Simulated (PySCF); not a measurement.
## Unknowns

[PySCF 2.14: geometry from GFN2-xTB; NMR shieldings at PBE0/pcSseg-1/GIAO; one computed conformer; no relativistic terms; no solvent model; averaged over atoms made equivalent by symmetry, fast rotation or ring inversion]

Referencing at the same level of theory: 1H and 13C vs TMS. Splittings of carbon signals by F and P are missing where no couplings were computed. Where no couplings were computed, multiplicities follow the n + 1 count of equivalent neighbours, and m marks all less simple cases (inequivalent or close neighbours, rings, F or P nearby). Shifts are as computed. Against solution values, carbons near 30 ppm lie about +3 ppm off and those near 130 ppm about +5 ppm; carbons on Cl a further +6 ppm. Of 1211 compounds with measured shifts, 218 miss one by over three times the rms of a fit or turn the order of signals round; such compounds aren't used in these exercises. Carbons bonded to Cl come out too deshielded.

Task: C$_{5}$H$_{2}$F$_{4}$. 1H NMR (400 MHz, computed): δ 8.36 (m, 1H), 7.04 (m, 1H). 13C{1H} NMR (computed): δ 140.0 (CH), 132.3 (C), 130.2 (CH), 129.4 (C), 103.5 (C). What is it?

Result: `F/C=C1C=C\1C(F)(F)F`. The formula gives 3 degrees of unsaturation (1 ring in the answer). 5 carbon signals for 5 carbons: no two carbons are equivalent. Carbon types of the structure: 3 × C, 2 × CH, which accounts for all hydrogens. δC 140.0, 130.2: alkene CH; an sp2 carbon of a C=C bond. δC 132.3, 103.5: fully substituted alkene carbon; the olefinic region. δC 129.4: CF3 carbon; 3 electronegative neighbours deshield it. δH 8.36, 7.04: hydrogen on an alkene CH.

The data come from this structure; uniqueness wasn't tested.

Task: C$_{5}$H$_{7}$ClN$_{2}$O. 1H NMR (500 MHz, computed): δ 2.98 (sept, 1H), 1.48 (d, 6H). 13C{1H} NMR (computed): δ 181.3 (C), 161.2 (C), 30.8 (CH), 24.9 (CH3). Give a structure.

Result: `CC(C)c1nnc(Cl)o1`. The formula gives 3 degrees of unsaturation (1 ring in the answer). 4 carbon signals for 5 carbons: some carbons are equivalent by symmetry or fast rotation. Carbon types of the structure: 2 × C, 1 × CH, 2 × CH3, which accounts for all hydrogens. δC 181.3: substituted aromatic carbon next to the ring oxygen. δC 161.2: aromatic carbon bearing chlorine. δC 30.8: sp3 CH on an aromatic ring; aliphatic region, no heteroatom directly attached. δH 2.98: hydrogen on an sp3 CH on an aromatic ring; benzylic-type position, deshielded by the ring.

This is the structure that produced the data.

Task: C$_{7}$H$_{5}$N. 1H NMR (500 MHz, computed): δ 8.00 (d, 2H), 7.84 (m, 1H), 7.78 (m, 2H). 13C{1H} NMR (computed): δ 140.0, 137.7, 134.5, 124.5, 117.8. Identify the compound.

Result: SMILES N#Cc1ccccc1. Rings plus π bonds: 6 (1 ring in the answer). 5 carbon signals for 7 carbons: some carbons are equivalent by symmetry or fast rotation. Carbon types of the structure: 2 × C, 5 × CH, which accounts for all hydrogens. δC 140.0, 137.7, 134.5: aromatic CH; the aromatic region. δC 124.5: nitrile carbon; C≡N carbons fall here, among the sp2 signals but without a proton. δC 117.8: substituted aromatic carbon. δH 8.00, 7.84, 7.78: hydrogen on an aromatic CH; aromatic region.

The data come from this structure; uniqueness wasn't tested.
